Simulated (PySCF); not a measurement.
Acetyl chloride, C2H3ClO.
SMILES: `CC(=O)Cl`

Jobs on this species (7 atoms, 40 electrons) with PySCF (density fitting). Hardware of each: one thread of an Arm Neoverse V1, shared host. Times come from a shared host and carry two figures at best. Peak memory is the resident size of the whole Python process, interpreter and libraries included.

Question: Rank these jobs by wall time, shortest first.
A. PBE0/STO-3G; shieldings, charges and field gradients; 27 basis functions
B. PBE0/6-31G*; shieldings, charges and field gradients; 66 basis functions
C. wB97X-D/pcSseg-2; shieldings; 193 basis functions
D. PBE0/6-311+G(2d,p); shieldings, charges and field gradients; 134 basis functions

Answer: A (1.5 s), B (3.5 s), D (7.0 s), C (14 s).

All jobs:

| level and settings | work | basis functions | SCF cycles | wall time | peak memory |
| --- | --- | --- | --- | --- | --- |
| PBE0/STO-3G | shieldings, charges and field gradients | 27 | 12 | 1.5 s | 0.43 GiB |
| PBE0/def2-SVP | shieldings, charges and field gradients | 75 | 13 | 3.4 s | 0.39 GiB |
| PBE0/6-31G* | shieldings, charges and field gradients | 66 | 14 | 3.5 s | 0.43 GiB |
| PBE0/6-311+G(2d,p) | shieldings, charges and field gradients | 134 | 14 | 7.0 s | 0.55 GiB |
| PBE0-D3(BJ)/def2-SVP, grid level 1 | geometry optimisation from a GFN2-xTB start shaken at random | 75 | 33 | 8.1 s | 0.32 GiB |
| BHandHLYP/pcSseg-2 | shieldings | 193 | 13 | 10 s | 0.94 GiB |
| B97-2/pcSseg-2 | shieldings | 193 | 14 | 10 s | 0.94 GiB |
| wB97X-D/pcSseg-2 | shieldings | 193 | 14 | 14 s | 0.96 GiB |
| CAM-B3LYP/pcSseg-2 | shieldings | 193 | 14 | 14 s | 0.97 GiB |

Q: What do all jobs in the table cost together?

A: About 72 s; the longest takes about 20 % of that, and about 9.3 times as long as the shortest.
